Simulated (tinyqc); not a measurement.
Pariser-Parr-Pople SCF with singles CI, for the molecule Fc1[cH+]n1 (SMILES; centres numbered as the heavy atoms are written), step by step. One step of it, computed by the program tinyqc.

Problem. PPP integrals. Mataga-Nishimoto: gamma = 14.399645/(R + a), a = 2 x 14.399645/(gamma_rr + gamma_ss); H_rr = -W_r - sum_(s != r) z_s gamma_rs; H_rs = beta for bonds.

Centres (angstrom, eV; a flat drawing with bonds scaled to 1.40 angstrom):

| centre | x | y | core charge z | W | gamma_rr |
|---|---|---|---|---|---|
| 1F | 1.656000 | 0.000000 | 2 | 39.000000 | 21.400000 |
| 2C | 0.256000 | 0.000000 | 1 | 11.160000 | 11.130000 |
| 3C | -0.956000 | 0.700000 | 1 | 11.160000 | 11.130000 |
| 4N | -0.956000 | -0.700000 | 1 | 14.100000 | 12.300000 |

Resonance integrals (eV):

| i | j | beta |
|---|---|---|
| 1 | 2 | -2.100000 |
| 2 | 3 | -2.390000 |
| 3 | 4 | -2.510000 |
| 4 | 2 | -2.510000 |

Give: repulsion gamma_rs; core matrix H.

Solution.

repulsion gamma_rs (eV), lower triangle:
```
         1F       2C       3C       4N
1F  21.4000
2C   6.3009  11.1300
3C   4.0116   5.3463  11.1300
4N   4.0463   5.4777   5.4769  12.3000
```

core matrix H (eV), lower triangle:
```
          1F        2C        3C        4N
1F  -53.3588
2C   -2.1000  -34.5859
3C    0.0000   -2.3900  -30.0064
4N    0.0000   -2.5100   -2.5100  -33.1471
```
